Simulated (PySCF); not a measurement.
Predicted microwave data (PySCF 2.14.0, PBE0-D3(BJ)/def2-SVP geometry optimisation, gas phase) for one isomer of C4H5N:

```
Rotational constants : A = 21929, B = 3141, C = 3108 MHz
Dipole components    : |μa| = 0.18 D, |μb| = 2.05 D, |μc| = 0.06 D
Inertial defect      : -21.39 u·Å²
κ                    : -1.00
```

**Question.** Which candidate fits, each taken in the one conformer that was computed?
A. `[H]/[N:5]=[CH:4]/[CH:3]=[C:2]=[CH2:1]` with C2–C3–C4–N5 180°
B. `C#C[C@@H]1CN1`
C. `[CH2:1]=[CH:2][C@H:3]1[CH:4]=[N:5]1` with C1–C2–C3–C4 154°
D. (E)-2-butenenitrile (`C/C=C/C#N`)
E. methacrylonitrile, `C=C(C)C#N`

**Answer.** C. It is C=C[C@H]1C=N1, a near-prolate asymmetric top, point group C1. The candidates at the same level (rigid rotor, commonest isotopes):

| SMILES | A (MHz) | B (MHz) | C (MHz) | μa (D) | μb (D) | μc (D) | Δ (u·Å²) | point group | rotor |
| --- | --- | --- | --- | --- | --- | --- | --- | --- | --- |
| C=C(C)C#N | 9299 | 4167 | 2930 | 3.84 | 0.11 | 0.00 | -3.16 | Cs | asymmetric top |
| [H]/N=C/C=C=C | 36444 | 2349 | 2242 | 1.48 | 1.62 | 0.00 | -3.54 | Cs | near-prolate asymmetric top |
| C=C[C@H]1C=N1 | 21929 | 3141 | 3108 | 0.18 | 2.05 | 0.06 | -21.39 | C1 | near-prolate asymmetric top |
| C#C[C@@H]1CN1 | 17269 | 3399 | 3260 | 0.60 | 0.88 | 0.79 | -22.93 | C1 | near-prolate asymmetric top |
| C/C=C/C#N | 38178 | 2294 | 2194 | 4.60 | 0.50 | 0.00 | -3.14 | Cs | near-prolate asymmetric top |

`C#C[C@@H]1CN1` has A 21 % too low; `C=C(C)C#N` has A 58 % too low; `C/C=C/C#N` has A 74 % too high; `[H]/N=C/C=C=C` has A 66 % too high. No structure here is proved a minimum.
